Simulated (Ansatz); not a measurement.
System (SMILES): N#[N+][O-].
Atoms: N1, N2, O3. Bonds: N1-N2, N2-O3.

Basis-set convergence of the optimised N2-O3 bond length at PBE with Ansatz (an electronic-structure program). All functions are spherical. The program fits the integrals of some runs and decomposes those of others, by size. No added dispersion term, no relativity. Reference: the value in def2-QZVPPD, 1.1889 Å. Deviations are taken from unrounded values.

| basis | functions |
|---|---|
| pcseg-0 | 27 |
| pcseg-1 | 42 |
| aug-pcseg-1 | 69 |
| pcseg-2 | 90 |
| aug-pcseg-2 | 138 |
| pcseg-3 | 180 |

**Question.** Which is the smallest pcseg set listed that can be trusted to 0.003 Å here, that is, within that of the reference together with its larger relatives (same family, alike in diffuse functions; a set with none to test it counts only in the reference's own line)?

**Answer.** The smallest set listed that lies within 0.003 Å of the reference with all its larger relatives (same family, alike in diffuse functions; a set with none counts only in the reference's own line) is pcseg-2 (90 functions, 0.0009 Å off). Inside, with no larger relative to test it: aug-pcseg-2. Value minus reference: pcseg-0 0.0542, pcseg-1 0.0061, aug-pcseg-1 0.0067, pcseg-2 0.0009, aug-pcseg-2 0.0009, pcseg-3 0.0000 Å.
